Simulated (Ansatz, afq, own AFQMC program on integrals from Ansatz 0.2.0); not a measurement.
SiGeH, doublet: AFQMC among the cluster methods

```xyz
3

Si    0.0000    0.0406    1.7372
Ge    0.0000   -0.0362   -0.6556
H     0.0000    1.4755   -1.1562
```

Connectivity, by distances: Si–GeH.

Basis cc-pVDZ. Only valence electrons are correlated. Integrals, coupled cluster, full CI and functionals: Ansatz 0.2.0; the random walks run on the same integrals in our own AFQMC program. ph-AFQMC/CISD is guided by a CISD state made of CCSD amplitudes; releasing the constraint for a short imaginary time cuts its bias at the price of noise, slowly where states lie close. Error bars are statistical, one sigma. No spin–orbit coupling.

Determinant: ROHF, the one that the program's search chose, which needn't be the lowest solution. The geometry is a PBE0/def2-TZVP stationary point of this or a neighbouring charge and spin state.

No full CI on the walks' own integrals is used here; CCSDTQ serves as the reference and is uncertain by about the last step of the cluster series.

Cautions: no relativity below Rb; no spin-orbit coupling; inner d shell frozen; a spin-contaminated unrestricted determinant lies lower (UHF 276 meV lower, ⟨S²⟩ 1.55); strong correlation (T1 0.052, weight of the determinant 0.81, largest double 0.09); the released energies are still falling, so no released level is given (meV from the phaseless value at times in 1/Eh: -3 ± 4 at 0.24, -9 ± 4 at 0.51, -16 ± 4 at 0.99, -20 ± 3 at 1.62, 14 ± 37 at 2.40).

* T1 diagnostic: 0.0522
* weight of the determinant in the CISD state: 0.812
* size of the correlated space: 9 electrons in 31 orbitals

Reference: CCSDTQ, correlation energy -5.220 eV.

| level | E − E(reference) (mEh) | share of correlation (%) |
| --- | --- | --- |
| HF | 191.85 | 0.00 |
| MP2 | 50.16 | 73.85 |
| CCSD | 11.30 | 94.11 |
| CCSD(T) | 3.18 | 98.34 |
| CCSDT | 0.84 | 99.56 |
| CCSDT(Q) | 0.01 | 99.99 |
| ph-AFQMC/HF | 3.34 ± 0.88 | 98.26 |
| ph-AFQMC/CISD | 1.76 ± 0.17 | 99.08 |

CCSDT and higher add their correlation energy to the determinant of the CCSD(T) run, since their own runs factorise the integrals more tightly (a shift of under 2 meV). A walk keeps the symmetry of its determinant, which the program's search chose and which needn't be the lowest solution, so a lower state of the same spin and another symmetry isn't excluded.
